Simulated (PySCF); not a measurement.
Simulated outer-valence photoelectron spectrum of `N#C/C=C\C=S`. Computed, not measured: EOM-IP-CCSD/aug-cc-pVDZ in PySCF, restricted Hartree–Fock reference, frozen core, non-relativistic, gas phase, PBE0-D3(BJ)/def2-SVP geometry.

Each root has a Gaussian of 0.8 eV full width with its one-hole share as area; cross sections and vibrations are left out, and the highest printed point is 100.

(ionisation energy (eV), intensity): (8.2, 0), (8.4, 2), (8.6, 8), (8.8, 20), (9.0, 35), (9.2, 43), (9.4, 38), (9.6, 26), (9.8, 20), (10.0, 27), (10.2, 39), (10.4, 44), (10.6, 35), (10.8, 20), (11.0, 8), (11.2, 2), (11.4, 1), (11.6, 1), (11.8, 3), (12.0, 11), (12.2, 27), (12.4, 53), (12.6, 79), (12.8, 96), (13.0, 100), (13.2, 96), (13.4, 91), (13.6, 86), (13.8, 81), (14.0, 77), (14.2, 73), (14.4, 67), (14.6, 58), (14.8, 43), (15.0, 25), (15.2, 11), (15.4, 3), (15.6, 1), (15.8, 0)

Task: Where are the maxima, and how many lines lie under the curve?

Result: 3 maxima, at 9.2, 10.4 and 13.0 eV, from 8 lines. At this width some lines have no maximum of their own.

Task: List the lines with their holes.

Result: 
| E (eV) | leading hole (HF orbital) | area | Koopmans (eV) |
| --- | --- | --- | --- |
| 9.22 | HOMO | 0.94 | 10.01 |
| 10.37 | HOMO-1 | 0.96 | 10.27 |
| 12.59 | HOMO-2 | 0.92 | 12.87 |
| 12.89 | HOMO-3 | 0.94 | 13.37 |
| 13.25 | HOMO-6 | 0.92 | 15.65 |
| 13.66 | HOMO-4 | 0.94 | 14.88 |
| 14.11 | HOMO-5 | 0.91 | 14.89 |
| 14.63 | HOMO-7 | 0.94 | 16.50 |

The widest gap, 2.22 eV, lies between 10.37 and 12.59 eV. Only orbitals with −ε under 21 eV, eight at most, were ionised, so the high end of the curve may lack lines.

Conformer computed: `[N:1]#[C:2]/[CH:3]=[CH:4]\[CH:5]=[S:6]`: C3–C4–C5–S6 -179°.

One conformer stands for the species.
